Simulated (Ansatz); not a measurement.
**CH3F (fluoromethane): methods side by side**

CH3F: 5 atoms, total charge 0, spin state singlet. SMILES: `CF`. The shape was relaxed beforehand at B3LYP/def2-SVP.

```xyz
5

C    -0.0402    0.0261    0.0062
F     1.1016   -0.7153   -0.1698
H    -0.9275   -0.6273   -0.0576
H    -0.1095    0.8027   -0.7752
H    -0.0242    0.5138    0.9963
```

Quantity: the dissociation energy of the H5–C1 bond into doublet H and doublet CH2F (shapes relaxed at B3LYP/def2-SVP, no zero-point term), in eV. The values are calculated.

```csv
level,kind,program,value (eV)
SVWN5/def2-TZVPP,LDA,Ansatz,4.99
BLYP/def2-TZVPP,GGA,Ansatz,4.52
PBE/def2-TZVPP,GGA,Ansatz,4.50
r2SCAN/def2-TZVPP,meta-GGA,Ansatz,4.46
B3LYP/def2-TZVPP,global hybrid,Ansatz,4.60
PBE0-D4/def2-TZVPP,global hybrid,Ansatz,4.52
B2PLYP/def2-TZVPP,double hybrid,Ansatz,4.61
MP2/def2-TZVPP,perturbation theory,Ansatz,4.62
```

The values span 4.46 to 4.99 eV. Measured bond enthalpies also hold zero-point and thermal terms, a few tenths of an eV less.
